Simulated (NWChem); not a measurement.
## NWChem timings: BNH3F (SMILES NBF)

The species is BNH3F (6 atoms), meant as a singlet with charge 0. SMILES: `NBF`. The shape is that of a PBE0-D4/def2-TZVP optimisation.

```xyz
6

N    -0.4264    0.1011   -0.5821
B     0.4157   -0.1517    0.4938
F     0.4467    0.7104    1.5159
H    -0.4878   -0.5133   -1.3734
H    -1.0220    0.9107   -0.6322
H     1.1157   -1.1212    0.5318
```

Program: NWChem 7.3.0. Hardware: 1 thread of Intel Xeon 6975P-C (Granite Rapids), shared host, so times are rough. Two-electron integrals are exact unless an approximation is named.

Q: Estimate their order by wall time, quickest first.
A. energy and properties at SVWN5/6-311G(2df,2pd), grid fine
B. energy and properties at SVWN5/STO-3G, grid fine
C. energy and properties at SVWN5/6-311G**, grid fine

A: B (1.8 s), C (4.8 s), A (20 s).
